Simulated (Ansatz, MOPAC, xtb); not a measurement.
Barrier height from H + FH to the transition structure FH2, without zero-point energy, on the benchmark's geometries as Psi4's copy of the set gives them.
Transition structure (charge 0, multiplicity 2):
```tsv
atom	x (Å)	y (Å)	z (Å)
H	0.0000	0.0000	1.1372
F	0.0000	0.0000	0.0000
H	0.0000	0.0000	-1.1372
```
Reactant (charge 0, multiplicity 1):
```xyz
2

F      0.00000     0.00000     0.00000
H      0.91538     0.00000     0.00000
```

```csv
level,barrier height (eV),"minus CCSD(T)/CBS(aug-cc-pVTZ, aug-cc-pVQZ)",cost
PM7,1.464,-0.355,-
GFN1-xTB,1.723,-0.096,-
GFN2-xTB,3.688,1.869,-
HF/aug-cc-pVDZ,2.534,0.715,-
PBE/def2-TZVPPD,1.178,-0.641,×1
revPBE/def2-TZVPPD,1.275,-0.544,×0.9
r2SCAN/def2-TZVPPD,1.263,-0.556,×2
B3LYP/def2-TZVPPD,1.350,-0.469,×1
BHLYP/def2-TZVPPD,1.671,-0.148,×1
CAM-B3LYP/def2-TZVPPD,1.458,-0.361,×1
MP2/aug-cc-pVDZ,2.058,0.240,-
MP2/cc-pVDZ,2.205,0.386,-
MP2/aug-cc-pVQZ,1.996,0.178,-
SCS-MP2/aug-cc-pVDZ,2.148,0.329,-
SCS-MP2/cc-pVDZ,2.270,0.451,-
CCSD/aug-cc-pVTZ,1.863,0.045,-
CCSD/aug-cc-pVQZ,1.879,0.060,-
CCSD(T)/cc-pVDZ,2.037,0.219,×1
"CCSD(T)/CBS(aug-cc-pVTZ, aug-cc-pVQZ)",1.819,0.000,×40
CCSDT/cc-pVDZ,2.033,0.214,-
```

 The comparison column counts from a level with limits of its own.

The rows run from 1.178 (PBE/def2-TZVPPD) to 3.688 eV (GFN2-xTB). From aug-cc-pVDZ to aug-cc-pVQZ MP2 changes by -0.062. The 6 functionals in def2-TZVPPD without D3 or D4 span 0.493, from PBE to BHLYP.

Open shells are unrestricted; no spin–orbit coupling.

Frozen-core correlation. CBS: X⁻³ extrapolation of the correlation energy, Hartree–Fock from the larger set. The state that PM7 reach isn't checked; PM7 holds dispersion and hydrogen-bond terms.

Run with Ansatz (Gaussian orbitals); MOPAC for PM7 (differences of heats of formation); xtb for the GFN methods. Each number belongs to the level named beside it. The GFN methods have no spin term and hold the electronic entropy of 300 K.

Costs are rough ratios of core time to PBE/def2-TZVPPD (about 1.6 s over the structures, on one shared machine); a dash marks a level with no comparable run of its own. 

The set's own value is 42.18 kcal/mol (Zhao et al., NHTBH38), an estimate for the real system.

Ansatz is a first-principles code.
